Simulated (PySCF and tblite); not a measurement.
Values are calculated unless marked as measured or tabulated.
Stationary points of C₄H₆Cl (charge +1) at PBE0-D3(BJ)/def2-SVP, in Å:

Structure A

```
 1 C    -1.399    0.239    0.710
 2 C    -0.580   -0.099   -0.448
 3 C     0.798   -0.241   -0.543
 4 C     1.628   -0.061    0.552
 5 Cl    3.268   -0.223    0.471
 6 H    -2.009    1.128    0.456
 7 H    -2.155   -0.559    0.845
 8 H    -0.868    0.410    1.652
 9 H    -1.133   -0.266   -1.383
10 H     1.245   -0.502   -1.507
11 H     1.241    0.200    1.544
```

Structure B

```
 1 C    -1.608   -0.126    0.403
 2 C    -0.584    0.037   -0.572
 3 C     0.786   -0.360   -0.402
 4 C     1.817    0.317    0.121
 5 Cl    3.378   -0.318    0.237
 6 H    -1.548    0.954    0.759
 7 H    -2.635   -0.199    0.012
 8 H    -1.368   -0.759    1.266
 9 H    -0.876    0.505   -1.532
10 H     0.932   -1.386   -0.802
11 H     1.707    1.334    0.510
```

Structure C

```
 1 C    -1.736   -0.210    0.475
 2 C    -0.427    0.310    0.114
 3 C     0.777   -0.347    0.305
 4 C     1.943    0.285   -0.095
 5 Cl    3.444   -0.380    0.074
 6 H    -2.237    0.514    1.148
 7 H    -2.384   -0.209   -0.424
 8 H    -1.717   -1.207    0.931
 9 H    -0.397    1.307   -0.349
10 H     0.817   -1.341    0.760
11 H     1.922    1.282   -0.554
```

Level: PBE0/pcSseg-1 + D3(BJ) on PBE0-D3(BJ)/def2-SVP stationary points, with GFN2-xTB thermal terms.

Task: Which structure is a saddle point, and along which motion?

Result: B: one imaginary mode (902i cm⁻¹ at GFN2-xTB, mostly on H10, H9), along the rotation about the C3–C2 bond (torsion C4–C3–C2–C1 from 180° to 360°, rising).

Task: Give their symmetry and energies above the lowest.

Result: A Cs, 2.9 kcal/mol; B C1, 34.6 kcal/mol; C Cs, 0.0 kcal/mol.

The ion is treated without a counter-ion.
